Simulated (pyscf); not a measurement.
A first-order saddle from PySCF, ωB97X-D3(BJ)/def2-SVP:

```
C
H 1 1.1002
H 1 1.1003 2 109.41
H 1 1.1050 2 105.26 3 -117.35
H 1 1.4786 2 137.58 4 -94.46
H 5 1.0672 1 153.69 2 -65.97
Si 6 1.6636 5 71.76 1 19.64
Cl 7 2.1236 6 94.95 5 88.64
```
Charge 0, spin multiplicity 1.

Surface: singlet, charge 0. Lowest wavenumbers (cm⁻¹): 1403i, 171, 206, 470, 499.

Question: Which two sides does it connect, and which bonds change?

Answer: H₃C–Si:–Cl [singlet] + H₂ <-> CH₄ + :HSi–Cl [singlet], a four-centre exchange read from left to right: C–Si, H–H broken and C–H, H–Si formed. At ωB97M-D3(BJ)/def2-TZVP it lies +23.0 kcal/mol from the left side and +26.6 kcal/mol from the right (each side as separated species at their lowest minima found). At the saddle there is also a short H–Si contact that neither side keeps. One saddle was located; it need not be the lowest between these sides.
